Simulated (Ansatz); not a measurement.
## Nudged elastic band run: AlFH₄S

The input (input.yaml):

```yaml
crystal:
  periodic: [false, false, false]
  atoms:
    - { symbol: Al, position_ang: [-0.015879, 0.036394, -0.020305] }
    - { symbol: F, position_ang: [-0.501385, 0.436187, 1.544571] }
    - { symbol: H, position_ang: [1.512183, 0.289758, -0.3552] }
    - { symbol: H, position_ang: [-1.167606, -0.038015, -1.107152] }
    - { symbol: S, position_ang: [0.14821, -2.53911, 0.469092] }
    - { symbol: H, position_ang: [-1.119898, -2.668725, 0.926896] }
    - { symbol: H, position_ang: [0.653774, -2.380489, 1.715798] }
basis:
  gaussian: { orbitals: def2-SVP }
hamiltonian:
  xc: b3lyp
neb:
  order_check: false
  images: 5
  f_tol: 0.2
  max_iterations: 60
  final_atoms:
    - { symbol: Al, position_ang: [0.10859648, -0.36467282, -0.14764414] }
    - { symbol: F, position_ang: [-0.07063409, -0.1520101, 1.80220676] }
    - { symbol: H, position_ang: [1.50843922, 0.25477158, -0.51977903] }
    - { symbol: H, position_ang: [-1.29332952, 0.01610552, -0.76192788] }
    - { symbol: S, position_ang: [0.27342727, -2.58340735, 0.55494605] }
    - { symbol: H, position_ang: [-1.04785474, -2.8531868, 0.42755659] }
    - { symbol: H, position_ang: [0.03075439, -1.18160002, 1.81834164] }
  initial_path:
    images:
      - { positions_ang: [[-0.015879, 0.036394, -0.020305], [-0.501385, 0.436187, 1.544571], [1.512183, 0.289758, -0.3552], [-1.167606, -0.038015, -1.107152], [0.14821, -2.53911, 0.469092], [-1.119898, -2.668725, 0.926896], [0.653774, -2.380489, 1.715798]] }
      - { positions_ang: [[0.0073991, 0.01905613, -0.02068799], [-0.33664871, 0.30306192, 1.70203256], [1.48364576, 0.1630459, -0.48979172], [-1.20237504, -0.01899516, -1.01900687], [0.11096815, -2.50054435, 0.5953228], [-0.98922345, -2.85386855, 0.61482786], [0.4356332, -1.97575588, 1.79100337]] }
      - { positions_ang: [[0.0306772, 0.00171826, -0.02107098], [-0.17191242, 0.16993684, 1.85949412], [1.45510851, 0.03633379, -0.62438345], [-1.23714408, 2.467e-05, -0.93086175], [0.07372629, -2.4619787, 0.72155361], [-0.85854891, -3.0390121, 0.30275971], [0.21749241, -1.57102276, 1.86620873]] }
      - { positions_ang: [[0.05395529, -0.01561961, -0.02145397], [-0.00717613, 0.03681176, 2.01695568], [1.42657127, -0.09037831, -0.75897517], [-1.27191312, 0.01904451, -0.84271662], [0.03648444, -2.42341305, 0.84778441], [-0.72787436, -3.22415565, -0.00930843], [-0.00064839, -1.16628964, 1.9414141]] }
      - { positions_ang: [[0.07216902, -0.13197068, -0.06351736], [-0.02832879, -0.02612886, 1.94537271], [1.45386059, 0.02467165, -0.67924312], [-1.27905192, 0.01806484, -0.81578704], [0.11546538, -2.47674449, 0.75017162], [-0.83453449, -3.10049937, 0.13631324], [0.0098192, -1.1713931, 1.90038995]] }
      - { positions_ang: [[0.09038275, -0.24832175, -0.10558075], [-0.04948144, -0.08906948, 1.87378974], [1.4811499, 0.13972161, -0.59951108], [-1.28619072, 0.01708518, -0.78885746], [0.19444633, -2.53007592, 0.65255884], [-0.94119461, -2.97684309, 0.28193492], [0.0202868, -1.17649656, 1.8593658]] }
      - { positions_ang: [[0.10859648, -0.36467282, -0.14764414], [-0.07063409, -0.1520101, 1.80220676], [1.50843922, 0.25477158, -0.51977903], [-1.29332952, 0.01610552, -0.76192788], [0.27342727, -2.58340735, 0.55494605], [-1.04785474, -2.8531868, 0.42755659], [0.03075439, -1.18160002, 1.81834164]] }
```

Launched with:

```bash
$ ansatz run input.yaml --threads 1 --pin off --max-ram 2048MiB --backend cpu --events-out ev --progress --plain --runs-dir out
```

Output, in part (warnings, iteration lines, the closing report on the highest movable image, with atoms numbered from 0):

```
NEB end point (image 0): max|allowed force component| = 3.766e-3 eV/Å (the criterion of neb.relax_end_points is 4.000e-2)
NEB end point (image 6): max|allowed force component| = 6.194e-3 eV/Å (the criterion of neb.relax_end_points is 4.000e-2)
NEB iter   1: max|band force component| = 9.236e0 eV/Å  barrier→ = 2.0891 eV  barrier← = 1.4568 eV  Δτ_max = 0.1953 Å  (166 SCF iters)
NEB iter   2: max|band force component| = 3.309e0 eV/Å  barrier→ = 1.3502 eV  barrier← = 0.7179 eV  Δτ_max = 0.2000 Å  (141 SCF iters)
NEB iter   3: max|band force component| = 2.178e0 eV/Å  barrier→ = 0.8437 eV  barrier← = 0.2115 eV  Δτ_max = 0.1984 Å  (141 SCF iters)
NEB iter   4: max|band force component| = 1.786e0 eV/Å  barrier→ = 0.6576 eV  barrier← = 0.0254 eV  Δτ_max = 0.2000 Å  (133 SCF iters)
NEB iter   5: max|band force component| = 1.467e0 eV/Å  barrier→ = 0.6578 eV  barrier← = 0.0255 eV  Δτ_max = 0.1580 Å  (142 SCF iters)
NEB iter   6: max|band force component| = 1.084e0 eV/Å  barrier→ = 0.6534 eV  barrier← = 0.0212 eV  Δτ_max = 0.1027 Å  (135 SCF iters)
NEB iter   7: max|band force component| = 5.042e-1 eV/Å  barrier→ = 0.5931 eV  barrier← = -0.0391 eV  CI = image 5  Δτ_max = 0.1609 Å  (134 SCF iters)
NEB iter   8: max|band force component| = 4.003e-1 eV/Å  barrier→ = 0.6404 eV  barrier← = 0.0081 eV  CI = image 5  Δτ_max = 0.0505 Å  (135 SCF iters)
NEB iter   9: max|band force component| = 1.837e-1 eV/Å  barrier→ = 0.6345 eV  barrier← = 0.0023 eV  CI = image 5  Δτ_max = 0.0000 Å  (250 SCF iters)
Total energy: -20209.16741367 eV, -742.6732041865 hartree
Atom 0 at     0.093455    -0.311043    -0.120121 Å, force     0.019397    -0.005219    -0.073664 eV/Å
Atom 1 at    -0.109985    -0.161900     1.774326 Å, force    -0.007172     0.184040     0.050004 eV/Å
Atom 2 at     1.514831     0.231409    -0.526930 Å, force     0.000173     0.046125     0.028735 eV/Å
Atom 3 at    -1.288816     0.063569    -0.780238 Å, force    -0.009185    -0.032413     0.009995 eV/Å
Atom 4 at     0.294878    -2.557510     0.594520 Å, force    -0.021880    -0.056004     0.016330 eV/Å
Atom 5 at    -1.015684    -2.880357     0.485738 Å, force    -0.019957     0.011345    -0.013842 eV/Å
Atom 6 at     0.020720    -1.248167     1.746407 Å, force     0.038625    -0.147875    -0.017557 eV/Å
Dipole moment:    -0.195687    -0.127256     0.101361 e Å
```

The forces met the threshold. The threshold of 0.2 eV/Å is loose, so the images may lie well off the minimum-energy path. The top lies less than 8 meV above the higher end, about what the thresholds resolve: that end is a shoulder or a very shallow well. Another band between the same ends (5 images) ends at a top of the same energy, where a vibrational analysis finds 1 clearly imaginary mode. The orbitals stay closed-shell, which can raise the energy where a bond breaks towards radicals; this wasn't checked here.

Final band (atoms are numbered from 1 in the order of the input):

```json
{"image": "0", "path coordinate (Å)": "0.00", "energy (kcal/mol)": "0.0", "S5–H7 (Å)": "1.35"}
{"image": "1", "path coordinate (Å)": "0.40", "energy (kcal/mol)": "0.1", "S5–H7 (Å)": "1.35"}
{"image": "2", "path coordinate (Å)": "0.81", "energy (kcal/mol)": "0.2", "S5–H7 (Å)": "1.36"}
{"image": "3", "path coordinate (Å)": "1.21", "energy (kcal/mol)": "1.3", "S5–H7 (Å)": "1.36"}
{"image": "4", "path coordinate (Å)": "1.62", "energy (kcal/mol)": "6.7", "S5–H7 (Å)": "1.44"}
{"image": "5", "path coordinate (Å)": "2.02", "energy (kcal/mol)": "14.6", "S5–H7 (Å)": "1.77"}
{"image": "6", "path coordinate (Å)": "2.18", "energy (kcal/mol)": "14.6", "S5–H7 (Å)": "1.90"}
```

Run time: 120 s on 1 thread of Arm Neoverse V1 (shared host), peak memory 0.11 GiB.
